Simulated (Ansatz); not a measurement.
## Worked example: the enthalpy of C4H8 → 2 C2H4

Species: C4H8 (cyclobutane) `C1CCC1`, singlet; C2H4 (ethylene) `C=C`, singlet. 

Shapes, held fixed at every level: PBE0-D4/def2-TZVP. Programs: Ansatz 0.2.0. The zero-point and thermal terms to 298 K, harmonic and unscaled (PBE0-D4/def2-TZVP), stand in the table.

At CCSD/def2-SVP; 1 Eh = 2625.50 kJ/mol:

| species | energy (Eh) | H(298 K) − E (kJ/mol) | tabulated ΔfH (kJ/mol) |
| --- | --- | --- | --- |
| C4H8 | -156.604013 | 304.8 | +27.7 |
| C2H4 | -78.281756 | 144.6 | +52.6 |

Work out the reaction enthalpy at 298 K from the calculation and from the table of heats.


1. Electronic: 2 × (-78.281756) − [(-156.604013)] = 0.040501 Eh = +106.3 kJ/mol.
2. Zero-point and thermal: 2 × (144.6) − [(304.8)] = -15.6 kJ/mol.
3. Computed ΔH = +90.7 kJ/mol.
4. From the heats of formation (Active Thermochemical Tables, CRC Handbook of Chemistry and Physics): 2 × (52.6) − [(27.7)] = +77.5 kJ/mol.
5. Computed less tabulated: +13.2 kJ/mol. Tabulated heats carry uncertainties of their own.
